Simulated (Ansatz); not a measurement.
**C₄H₇F: one species, many methods**

How much do the methods differ for C₄H₇F? The plan is to run it at one geometry with functionals of several rungs and with coupled cluster, and see how far each lands from CCSD(T) at the basis-set limit for the atomisation energy.

Method: functionals in def2-TZVPP, the program's frozen cores in correlated methods; program: Ansatz 0.2.0, Gaussian basis.

Levels to be run: PBE-D4, r2SCAN-D4, PBE0-D4, B3LYP-D4, ωB97X-V, ωB97M-V, B2PLYP; CCSD(T)/def2-TZVPP; MP2/def2-QZVPP; extrapolation to the limit.

## (1) The geometry

All runs share one geometry, relaxed beforehand with PBE0-D4 in a triple-zeta def2 set.

SMILES `CC(C)=CF`, 12 atoms, charge 0, spin multiplicity 1.

Atoms are counted from 1 here; the program's logs count them from 0.

Bond lengths: C1–C2 1.492 Å, C1–H6 1.089 Å, C1–H7 1.095 Å, C1–H8 1.095 Å, C2–C3 1.494 Å, C2–C4 1.323 Å, C3–H9 1.095 Å, C3–H10 1.091 Å, C3–H11 1.095 Å, C4–F5 1.344 Å, C4–H12 1.084 Å. Angles: C2–C1–H6 112.0°, C2–C1–H7 110.5°, C2–C1–H8 110.5°, H6–C1–H7 108.5°, H6–C1–H8 108.5°, H7–C1–H8 106.8°, C1–C2–C3 117.7°, C1–C2–C4 122.7°, C3–C2–C4 119.6°, C2–C3–H9 110.8°, C2–C3–H10 112.0°, C2–C3–H11 110.8°, H9–C3–H10 108.1°, H9–C3–H11 106.9°, H10–C3–H11 108.1°, C2–C4–F5 122.6°, C2–C4–H12 125.2°, F5–C4–H12 112.2°.

## (2) PBE-D4 (GGA)

Input file in.yaml:

```yaml
crystal:
  periodic: [false, false, false]
  atoms:
    - {symbol: C, position_ang: [-1.337549, -0.269776, 0.300693]}
    - {symbol: C, position_ang: [0.049004, 0.163928, -0.041027]}
    - {symbol: C, position_ang: [1.126633, -0.870252, -0.011423]}
    - {symbol: C, position_ang: [0.348730, 1.412005, -0.363502]}
    - {symbol: F, position_ang: [-0.572497, 2.389392, -0.408927]}
    - {symbol: H, position_ang: [-2.046748, 0.555086, 0.250655]}
    - {symbol: H, position_ang: [-1.368743, -0.693590, 1.309669]}
    - {symbol: H, position_ang: [-1.672119, -1.056892, -0.382785]}
    - {symbol: H, position_ang: [1.207450, -1.318876, 0.984058]}
    - {symbol: H, position_ang: [2.100235, -0.453948, -0.275793]}
    - {symbol: H, position_ang: [0.903720, -1.683893, -0.709325]}
    - {symbol: H, position_ang: [1.338884, 1.771519, -0.618293]}
basis:
  gaussian: {orbitals: def2-TZVPP}
hamiltonian: {xc: pbe, dispersion: d4}
output: {forces: true, orbitals: {seedname: orbitals}}
```

Started as:

```sh
$ ansatz run in.yaml --threads 4 --pin off --events-out ev --progress --plain --max-ram 10444MiB
```

The runs that follow: r2SCAN-D4 (meta-GGA); PBE0-D4 (hybrid); B3LYP-D4 (hybrid); ωB97X-V (range-separated); ωB97M-V (range-separated); B2PLYP (double hybrid); CCSD(T) in def2-TZVPP; MP2 in def2-QZVPP.

**Question.** What will the summary of the whole plan be? Wanted: atomisation energy, CCSD(T)/CBS; farthest; mean size of error, hybrid; mean size of error, range-separated; gap, smallest and largest; T1 diagnostic; triples share of the correlation energy.

**Answer**, as computed:

| quantity | value |
| --- | --- |
| atomisation energy, CCSD(T)/CBS | 50.559 eV |
| functionals within 0.253 eV (0.5 %) | r2SCAN-D4, B3LYP-D4, ωB97X-V, ωB97M-V |
| farthest | PBE-D4 (+1.378 eV) |
| mean size of error, hybrid | 0.303 eV |
| mean size of error, range-separated | 0.133 eV |
| gap, smallest and largest | 5.38 eV (PBE-D4), 12.17 eV (ωB97X-V) |
| T1 diagnostic | 0.0110 |
| triples share of the correlation energy | 3.8 % |

**Reading.** PBE-D4 is off by +1.378 eV. Double hybrids carry the basis error of their MP2 part in triple zeta, and no dispersion term here, so their miss is partly the set-up's. The reference freezes the cores and leaves out relativity and excitations past (T), so misses under about 0.253 eV can't be ranked. Hartree-Fock recovers 75 % of the binding; the rest is correlation. Orbital gaps span 5.4 to 12.2 eV; exact exchange widens them.
